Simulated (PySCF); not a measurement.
# Structure from 2D NMR

Compound of formula C$_{5}$H$_{8}$O. Correlations simulated from computed shifts and the bond graph:

HSQC (one-bond C–H):
```csv
δH,δC
6.07,149.1
4.54,71.5
2.68,38.9
1.81,13.9
```

COSY cross peaks (H two or three bonds apart, from the bond graph; peaks can be absent where the dihedral angle is near 90°):
```csv
δH,δH
4.54,2.68
```

HMBC (two and three bonds, from the bond graph; two-bond peaks within aromatic rings are usually weak or absent):
```csv
δH,δC
6.07,"112.4, 71.5, 38.9, 13.9"
4.54,"149.1, 112.4, 38.9"
2.68,"149.1, 112.4, 71.5, 13.9"
1.81,"149.1, 112.4, 38.9"
```

Carbons without hydrogens: δ 112.4.

No solvent, relativity neglected, one averaged value for each set of equivalent atoms, one conformer. Structure optimised with GFN2-xTB; shieldings: GIAO PBE0/pcSseg-1; PySCF 2.14.0 with density-fitted response routines.

δ = σ(ref) − σ, references computed at the same level: 1H and 13C against TMS.

Exchangeable hydrogens are left out of these lists.

Question: Assemble the structure.

Answer: `InChI=1S/C5H8O/c1-5-2-3-6-4-5/h4H,2-3H2,1H3`.

Mapped SMILES: `[CH3:1][C:2]1=[CH:3][O:4][CH2:5][CH2:6]1` (H(Xn): hydrogen on atom n).

- δC 149.1 is C3, an alkene carbon bearing oxygen (δH 6.07).
- δC 112.4 is C2, a β carbon of an enol-ether or enamine type C=C.
- δC 71.5 is C5, an sp3 CH2 bonded to O (δH 4.54).
- δC 38.9 is C6, an allylic sp3 CH2 (δH 2.68).
- δC 13.9 is C1, an allylic methyl carbon (δH 1.81).
- HMBC from δH 6.07 reaches the proton-free carbon C2.
- HMBC from δH 4.54 reaches the proton-free carbon C2.
- HMBC from δH 2.68 reaches the proton-free carbon C2.
- HMBC from δH 1.81 reaches the proton-free carbon C2.
- COSY links 4.54–2.68.

The shifts were computed for this structure.

Shifts are as computed. Against solution values, carbons near 30 ppm lie about +3 ppm off and those near 130 ppm about +5 ppm (rms about the fit 2.1 ppm; single classes can miss by 10 ppm). Of 1328 compounds with measured shifts, 309 miss one by over three times the rms of a fit or turn the order of signals round; such compounds aren't used in these exercises. Signals without a measured value on file couldn't be tested in this way; 1H shifts scatter by 0.2 ppm about their fit, and single ones miss by 0.5 ppm.
